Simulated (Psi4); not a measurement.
**CH3F (fluoromethane): entropy by statistical mechanics**

A singlet with charge 0, relaxed at PBE0-D4/def2-TZVP (density fitting) (Psi4 1.11):

```xyz
5

C    -0.1019    0.0301    0.0184
F     1.0368   -0.7094   -0.2057
H    -0.9715   -0.6291   -0.0300
H    -0.1809    0.8058   -0.7466
H    -0.0404    0.4898    1.0074
```

Harmonic wavenumbers in cm⁻¹: 1098, 1199, 1199, 1486, 1490, 1490, 3043, 3130, 3131.

Masses in u: C 12.011, F 18.998, H 1.008. Take T = 298.15 K, p = 1 bar, R = 8.3145 J/(mol K), kT/hc = 207.22 cm⁻¹, rigid rotor and harmonic oscillator.

**Question.** Compute the standard molar entropy.

**Answer.** 
1. Translation (Sackur–Tetrode): S = R[3/2 ln M + 5/2 ln T − 1.1517] with M = 34.033 gives 152.8 J/(mol K).
2. Rotation: principal moments 3.222, 19.517, 19.518 u Å² give A, B, C = 5.2324, 0.8638, 0.8637 cm⁻¹; the symmetry number is σ = 3; q = (√π/σ)√((kT/hc)³/ABC) = 892; S = R(ln q + 3/2) = 69.0.
3. Vibration: with u = ν̃/207.22, each mode gives R[u/(eᵘ − 1) − ln(1 − e⁻ᵘ)]; the sum is 0.8, most from 1098 cm⁻¹ (0.3), 1199 cm⁻¹ (0.2), 1199 cm⁻¹ (0.2).
4. Spin: R ln 1 = 0.0.
5. Sum: 152.8 + 69.0 + 0.8 + 0.0 = 222.6 J/(mol K).

The tabulated value is 222.9 J/(mol K) (CRC Handbook of Chemistry and Physics): the model is off by -0.3.
